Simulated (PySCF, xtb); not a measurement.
DMSO (C₂H₆OS), SMILES CS(C)=O.

GFN2-xTB in xtb at its own geometry gives an orbital gap of 5.06 eV and a dipole moment of 4.12 D.

Coordinates come from a B3LYP-D3(BJ)/def2-SVP optimisation.

Task: What does HF/def2-TZVP (PySCF) give? (Estimate from the structure and the level; the computed values follow.)

Result: gap 13.57 eV (levels -10.02 and 3.54 eV), dipole 4.59 D.
